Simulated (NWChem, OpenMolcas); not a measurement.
## How basis sets differ on SiH2Cl2 (dichlorosilane (DCS))

The species is SiH2Cl2 (5 atoms), meant as a singlet with charge 0. As SMILES, `Cl[SiH2]Cl`. The coordinates come from a PBE0-D4/def2-TZVP relaxation.

Each level gives the dipole moment (D). The values are calculated.

(1) The value from experiment is 1.13 D (NIST CCCBDB). From what is known of these methods, estimate their order from the nearest to it to the farthest.
A. HF/3-21G (NWChem)
B. HF/6-311+G** (OpenMolcas)
C. HF/STO-3G (OpenMolcas)
D. HF/cc-pVDZ (NWChem)

## Answers

(1) D (1.57 D, +0.44), B (1.81 D, +0.68), A (2.78 D, +1.65), C (2.95 D, +1.82).
